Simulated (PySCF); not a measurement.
## How methods differ on the ionisation energy of Ar

Ar [Ar] (1S) → Ar⁺ [Ne] 3s2 3p5 (2P), as a difference of total energies. All numbers are calculated (PySCF 2.14, the non-relativistic Hamiltonian (point nucleus), in def2-SVP (4s3p1d, 18 functions)). Correlated levels: valence: [Ne] frozen. The calculations carry no spin-orbit coupling.

```csv
method,ionisation energy (eV),error (eV)
UHF,14.613,-1.206
PBE0,15.662,-0.157
LDA,15.811,-0.008
MP2 (valence),15.346,-0.473
SCS-MP2 (valence),15.258,-0.561
CCSD (valence),15.206,-0.613
CCSD(T) (valence),15.201,-0.618
```

Reference: 15.819 eV (measured; NIST levels, between the centres of gravity of the two terms).

Errors of the correlated levels include the incompleteness of this basis and the frozen core.
